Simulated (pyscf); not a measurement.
`[F][Sn][F]` [singlet] + `[FH]` → `[F][SnH]([F])[F]`, an insertion (singlet surface; F–H broken, F–Sn, H–Sn formed). Single points on ωB97X-D3(BJ)/def2-SVP structures (PySCF, gas phase). Correlated levels are frozen-core, on RHF or UHF. ΔMP2 is the change of the MP2 total energy from the triple- to the quadruple-zeta basis. Energies in kcal/mol from the separated reactants.

Small-basis levels: PySCF, no dispersion term, spherical d functions. 

Question: In single points SVWN5/6-31G*+LANL2DZ puts the saddle at 16.4 kcal/mol and the reaction energy at -21.9 kcal/mol. Should these be trusted to within a few kcal/mol? Compare with CCSD(T)/def2-TZVPP + ΔMP2(QZVPP).

Answer: CCSD(T)/def2-TZVPP + ΔMP2(QZVPP) gives ΔE‡ = 47.5 kcal/mol and ΔE = +2.2 kcal/mol. SVWN5/6-31G*+LANL2DZ lies 31.1 kcal/mol under it in the barrier and 24.2 kcal/mol under it in the reaction energy, so on this step it does not hold to within 3.0 kcal/mol. CCSD(T)/def2-TZVPP + ΔMP2(QZVPP) has limits of its own. On the reactant side the descent ends in a complex (not fully relaxed), 4.9 kcal/mol under the separated species and 49.9 kcal/mol under the saddle at ωB97X-D3(BJ)/def2-TZVP. At ωB97X-D3(BJ) the barrier from the zero used here is 45.0 kcal/mol. The same reactants have a lower exit, to F–Sn:–F [singlet] + HF (highest point, the separated products, at 0.0 kcal/mol at ωB97M-D3(BJ), against +47.1 kcal/mol here). One saddle was located; it need not be the lowest between these sides. The CCSD(T) − MP2 part came from Ansatz, without density fitting, on the same reference. The frozen core leaves the outer d or s,p core shells of the metals and heavy elements correlated in the MP2 and CC values, and def2-TZVPP describes them poorly, which can shift differences by a few kcal/mol. Elements past Kr carry the def2 core potentials, without spin-orbit coupling.
